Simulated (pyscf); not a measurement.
Elementary routes open to H₃C–CH(Cl)–Cl + H atom (H•) in the gas phase (doublet surface):
A. chloroethane (H₃C–CH₂–Cl) + Cl atom (Cl•) (C–Cl broken; C–H formed)
B. H₃C–CH•–Cl + hydrogen chloride (HCl) (C–Cl broken; Cl–H formed)

Single points on ωB97X-D3(BJ)/def2-SVP structures (PySCF, gas phase).

Q: Rank the routes by free-energy barrier at 600 K, lowest first, for ωB97M-D3(BJ)/def2-TZVP energies (ideal gas, 1 atm, RRHO with modes under 100 cm⁻¹ raised to 100, one conformer, R ln 2 for chiral ones without a mode under 150 cm⁻¹).

A: B (21.2 kcal/mol), A (43.5 kcal/mol)

Route B is the fastest of these, ahead of the next by 22.3 kcal/mol. The most stable products are those of B (ΔG = -31.7 kcal/mol), so kinetics and thermodynamics agree. At 1200 K B is still the fastest. A: On the product side the descent ends in what is likely a three-electron adduct, which functionals tend to overbind, 7.2 kcal/mol under the separated species and 59.6 kcal/mol under the saddle at ωB97X-D3(BJ)/def2-TZVP. Only these routes are compared; each barrier is that of the saddle found, and lower ones may exist. Left out: orbital degeneracy and the spin-orbit lowering of Cl.
